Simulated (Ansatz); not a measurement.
Compare A (`C[C@@H]1O[C@H]1F`) with its isomer B (`FC1CCO1`).

Computed with Ansatz on PBE0-D4/def2-TZVP structures; ΔE is electronic, products minus reactants. CCSD(T)/CBS is the MP2 limit (def2-TZVPP, def2-QZVPP) plus CCSD(T) − MP2 in def2-TZVPP, frozen cores. DFT in def2-TZVPP.

A:

Z-matrix (Å, degrees):
```
C
C 1 1.493
H 1 1.092 2 110.5
H 1 1.091 2 111.0 3 120.2
H 1 1.093 2 110.2 3 -119.3
O 2 1.446 1 116.9 3 -74.4
C 2 1.451 1 123.5 3 -140.7
H 2 1.088 1 116.9 3 63.0
F 7 1.353 2 119.6 1 -153.0
H 7 1.088 2 123.9 1 -3.0
```

B:

```xyz
10

F    -0.427   -1.602    1.276
C     0.322   -0.939    0.338
C     0.271    0.576    0.487
C    -0.499    0.523   -0.834
O    -0.327   -0.907   -0.899
H     1.288   -1.451    0.298
H    -0.287    0.909    1.360
H     1.239    1.074    0.447
H    -0.025    1.017   -1.685
H    -1.555    0.801   -0.788
```

Problem. Which isomer does CCSD(T)/CBS put lower? Give the gap. (Estimate.)

Solution. Ansatz gave: B, by 11.6 kJ/mol.

Problem. Give E(B) − E(A) in kJ/mol with CCSD(T)/def2-SVP, PBE0-D4, CCSD/def2-TZVPP, LDA (SPW92), BLYP-D4, CCSD(T)/def2-TZVPP, HF/def2-TZVPP. (Estimate.)

Solution. Ansatz gave: CCSD(T)/def2-SVP -8.0, PBE0-D4 -8.7, CCSD/def2-TZVPP -13.4, LDA (SPW92) -10.1, BLYP-D4 -4.2, CCSD(T)/def2-TZVPP -11.9, HF/def2-TZVPP -16.1. None reverses the order clearly.

Problem. Does the order hold for the free energy at 298.15 K (harmonic terms from PBE0-D4)? (Estimate.)

Solution. Computed: Yes: G(B) − G(A) = -6.3 kJ/mol.

Largest T1 diagnostic: 0.012.

From BLYP to BHLYP (50 % exact exchange), in def2-TZVPP and without D4, E(B) − E(A) moves by −10.8 kJ/mol. In def2-TZVPP, CCSD(T) changes the Hartree–Fock value by +4.2 kJ/mol (the triples alone add +1.5 kJ/mol) and MP2 by +9.2 kJ/mol.
